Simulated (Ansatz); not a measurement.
Basis-set extrapolation for `[H]/N=C\C#C` (PBE0-D4/def2-TZVP geometry, frozen core, Ansatz 0.2.0). Multiplicity 1, RHF reference.

```csv
,def2-TZVPP,def2-QZVPP
HF,-169.773045,-169.780255
MP2 correlation,-0.656975,-0.700313
CCSD(T) correlation,-0.708663,-0.746997
```

Energies in hartree. Use E(X) = E(∞) + A·exp(−7.88·√X) for Hartree–Fock and E(X) = E(∞) + B·X^(−2.97) for correlation, with X = 3 and 4.

What is the CCSD(T) energy at the basis-set limit?

HF limit: -169.780255 + (-0.007210) × 0.13774 = -169.78125. Correlation limit: -0.746997 + (-0.038334) × 0.74074 = -0.77539. Total: -170.55664 hartree, 2.04 eV below CCSD(T)/def2-TZVPP.
